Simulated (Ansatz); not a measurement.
We consider fcc Au, described by PBEsol+SOC (plane waves, PAW; Ansatz, a program for electronic structure).

From the output:

```
Crystal: 1 atoms, lattice volume = 17.216 Å³
Basis set: ecut = 520 eV, 459 PW (Γ), exchange–correlation on 48×48×48 points (8 copies of the dense FFT grid, shifted against one another)
Bands: 28, of which v1, the nominal top of the filled ones, is band 19 counted from 1 (18 counted from 0)
Symmetry: 48 space group operations + 48 with time reversal
k-points: 413 of 13824
Initial density: superposition of atomic densities (chi_scale 0.1, normalization cell)
Functional: x = pbesol(κ = 0.804, μ = 0.12345679012345678), c = pbesol(β = 0.046)
SCF 1 converged in 8 iterations: F = -13043.864348 eV  dr2 = 1.75e-12
SCF converged after 8 iterations
Free energy (F): -13043.864348 eV
Internal energy: -13043.862064 eV  (E = F + TS)
E sigma→0 (E₀):  -13043.863206 eV
Fermi energy:    20.235700 eV
--- Stress (GPa, compression-positive) ---
       -3.427380      -0.000000       0.000000
       -0.000000      -3.427380      -0.000000
        0.000000       0.000000      -3.427380
  P = ⅓ Tr σ = -3.4274 GPa (-34.274 kbar)
```

Task: Write an input file that could have produced this run (the log leaves some choices open).

Result: This is not unique; one that fits is 
Ansatz 0.2 input:
```yaml
crystal:
  lattice:
    - [0.0, 2.0494490837, 2.0494490837]
    - [2.0494490837, 0.0, 2.0494490837]
    - [2.0494490837, 2.0494490837, 0.0]
  atoms:
    - { symbol: Au, position: [0.0, 0.0, 0.0] }
basis:
  ecutwfc: 520
  ecutrho_ratio: 4
  xc_grid: 2
kpoints:
  mp_grid: { grid: [24, 24, 24] }
hamiltonian:
  xc: pbesol
  dispersion: none
  pseudopotentials: { kind: paw }
scf:
  occupations: { method: fermi_dirac, width: 0.05 }
  convergence: { dr2_threshold: 0.0000000001 }
output:
  forces: false
  stress: true
  eigenvalues: true
magnetization:
  noncollinear: true
  spin_orbit: true
```

The cell is one volume of an energy–volume scan, off the minimum.

The PAW data were made under PBE.
